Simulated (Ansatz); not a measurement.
Cost and result for the atomization energy of Li2O (`[Li][O][Li]`) (3 atoms, 2 bonds).

Z-matrix (Å, degrees):
```
Li
O 1 1.605
Li 1 3.210 2 0.0
```

Total charge 0; spin multiplicity 1. Correlated methods include outer-core shells of Li, which these sets cover unevenly. The structure was optimised at the PBE0-D4/def2-TZVP level. Program: Ansatz. All runs use 2 threads of an AMD EPYC 7R13 on a shared host. Times are those of one run each, without the atoms' runs, and a repeat can differ threefold. Electronic energies, without spin–orbit coupling; frozen cores. CCSD(T)/CBS adds CCSD(T) − MP2 in def2-TZVPP to the MP2 limit, and its time is that of the two runs behind it. T1 = 0.021. With those shells the extrapolation isn't a true limit. B3LYP takes the VWN-RPA correlation (the form of Gaussian; ORCA's B3LYP/G).

CCSD(T)/CBS is a level of theory with its own doubt, some kJ/mol a heavy atom from the limit and from the frozen cores, so smaller differences don't rank the functionals.

| level | functions | wall time |
| --- | --- | --- |
| CCSD(T)/def2-SVP | 32 | 0.41 s |
| LDA (SPW92)/def2-TZVPP | 69 | 0.44 s |
| PBE0-D4/def2-TZVPP | 69 | 0.56 s |
| BLYP-D4/def2-TZVPP | 69 | 0.68 s |
| PBE-D4/def2-TZVPP (with forces) | 69 | 0.7 s |
| B3LYP-D4/def2-TZVPP (with forces) | 69 | 0.83 s |
| CCSD(T)/def2-TZVPP | 69 | 1.1 s |
| r2SCAN-D4/def2-TZVPP (with forces) | 69 | 1.1 s |
| B2PLYP/def2-TZVPP | 69 | 1.1 s |
| RPA@PBE/def2-TZVPP | 69 | 1.4 s |
| B97M-V/def2-TZVPP | 69 | 1.7 s |
| CCSD(T)/def2-QZVPP | 127 | 4.6 s |
| CCSD(T)/CBS(def2) | – | 5.7 s |

(1) What atomization energy does each give, and how far from CCSD(T)/CBS? (Estimate.)

Answers

(1) Ansatz gave: 
| level | atomization (kJ/mol) | difference from CCSD(T)/CBS | per bond |
| --- | --- | --- | --- |
| CCSD(T)/def2-SVP | 632.7 | -99.0 | -49.5 |
| LDA (SPW92)/def2-TZVPP | 845.1 | 113.4 | 56.7 |
| PBE0-D4/def2-TZVPP | 673.5 | -58.2 | -29.1 |
| BLYP-D4/def2-TZVPP | 744.3 | 12.6 | 6.3 |
| PBE-D4/def2-TZVPP (with forces) | 730.4 | -1.3 | -0.6 |
| B3LYP-D4/def2-TZVPP (with forces) | 714.1 | -17.6 | -8.8 |
| CCSD(T)/def2-TZVPP | 673.1 | -58.6 | -29.3 |
| r2SCAN-D4/def2-TZVPP (with forces) | 698.0 | -33.7 | -16.9 |
| B2PLYP/def2-TZVPP | 713.0 | -18.7 | -9.3 |
| RPA@PBE/def2-TZVPP | 601.1 | -130.6 | -65.3 |
| B97M-V/def2-TZVPP | 706.8 | -24.9 | -12.4 |
| CCSD(T)/def2-QZVPP | 710.1 | -21.6 | -10.8 |
| CCSD(T)/CBS(def2) | 731.7 | 0.0 | 0.0 |

From PBE to PBE0 (25 % exact exchange), in def2-TZVPP and without D4, the atomization energy moves by −56.6 kJ/mol: exact exchange takes away binding that semilocal exchange gives to molecules. At CCSD(T), def2-SVP lies −98.9 kJ/mol from the extrapolated value and def2-TZVPP −58.5 kJ/mol: correlation converges slowly with the basis, and small sets miss more of it in the bonded molecule than in its fragments. In def2-TZVPP, CCSD(T) changes the Hartree–Fock value by +334.0 kJ/mol (the triples alone add +24.0 kJ/mol) and MP2 by +378.8 kJ/mol; breaking electron pairs costs correlation energy, which Hartree–Fock lacks.
